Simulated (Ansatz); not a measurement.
Run this with the Ansatz DFT code, driven from Python and show what comes out.

Script `al2h4s_torsion.py`:
```python
import warnings

import ansatz as az
from ase import Atoms

warnings.simplefilter('ignore', az.DeckWarning)

atoms = Atoms(['Al', 'S', 'Al', 'H', 'H', 'H', 'H'], positions=[
    [-1.3715, 0.2618, -0.7382],
    [-0.894, -1.005, 1.0218],
    [1.2664, -0.4367, 0.8519],
    [-1.2977, -0.2849, -2.2316],
    [-1.7978, 1.8338, -0.5402],
    [1.8505, 0.8566, 1.6453],
    [2.3055, -1.2936, -0.0549],
])

first = (
    az.Crystal.molecule_from_ase(atoms).calculation()
    .basis(gaussian='def2-SVP')
    .functional('r2scan0')
    .relax(force_tolerance=0.02, max_steps=80)
)
atoms.positions = first.run(threads=1, pin='off').report['positions_ang']

start = atoms.get_dihedral(2, 1, 0, 3)
energies = {}
for turn in range(0, 360, 30):
    turned = atoms.copy()
    turned.set_dihedral(2, 1, 0, 3, start + turn, indices=[0, 3, 4])
    calc = (
        az.Crystal.molecule_from_ase(turned).calculation()
        .basis(gaussian='def2-SVP')
        .functional('r2scan0')
    )
    energies[round((start + turn) % 360)] = calc.run(threads=1, pin='off').report['free_energy_ev']
floor = min(energies.values())
print('dihedral Al2-S1-Al0-H3 (deg)   E - E(min) (kcal/mol)')
for angle, e in sorted(energies.items()):
    print(f'{angle:8d} {23.060548 * (e - floor):14.3f}  ' + '#' * int(30 * (e - floor) / max(max(energies.values()) - floor, 1e-9)))
```

`python al2h4s_torsion.py` gives:
```text
dihedral Al2-S1-Al0-H3 (deg)   E - E(min) (kcal/mol)
      30          0.631  #######
      60          1.958  #####################
      90          2.681  #############################
     120          2.071  #######################
     150          0.839  #########
     180          0.254  ##
     210          0.842  #########
     240          2.074  #######################
     270          2.681  ##############################
     300          1.956  #####################
     330          0.627  #######
     360          0.000
```

The scan is rigid and the energies are electronic, in a modest basis. With rigid groups the curve can differ much from the relaxed path, the start wasn't checked as a minimum of this torsion, and equivalent turns needn't return to the same energy. Run time: 64 s on 1 thread of Intel(R) Xeon(R) 6975P-C (Granite Rapids) (shared host), peak memory 0.24 GiB.

(Lines on the test bed's own set-up are left out of the output.)
